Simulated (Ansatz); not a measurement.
CH3, doublet: vertical spin and charge gaps

Geometry (PBE0/def2-TZVP stationary point for this spin, not checked as a minimum):

| atom | x (Å) | y (Å) | z (Å) |
| --- | --- | --- | --- |
| C | 0.0000 | 0.0000 | 0.0000 |
| H | 1.0799 | 0.0140 | -0.0003 |
| H | -0.5521 | 0.9282 | -0.0027 |
| H | -0.5278 | -0.9423 | 0.0031 |

Basis cc-pVTZ; Ansatz 0.2.0. Only valence electrons are correlated (noble-gas cores frozen). Prefix R: restricted or restricted open-shell reference; prefix U: unrestricted. Active spaces: valence = (7e, 7o) chosen from the atoms' valence shells.

Gaps are energies of the second state less the first, at fixed atoms, for a selection of the levels run; each method lands on the state that its own search finds for that charge and spin.

Removing an electron, to the singlet: 9.712 eV at UCCSDT(Q).

| level | gap (eV) | error (meV) |
| --- | --- | --- |
| RHF | 8.848 | -864 |
| UMP2 | 9.691 | -21 |
| UCCSD | 9.661 | -51 |
| UCCSD(T) | 9.709 | -3 |
| RCCSDT | 9.710 | -2 |
| RCCSDT(Q) | 9.711 | -1 |
| CASSCF (valence space) | 8.695 | -1017 |
| MRCISD (valence space) | 9.632 | -80 |
| PBE0 | 9.949 | 237 |
| B2PLYP | 9.745 | 33 |

Full CI isn't at hand for all of this; UCCSDT(Q) serves as the reference, and is uncertain by the last step of the cluster series or more. The frozen core follows each run's orbitals, which can shift R against U totals by a few meV.
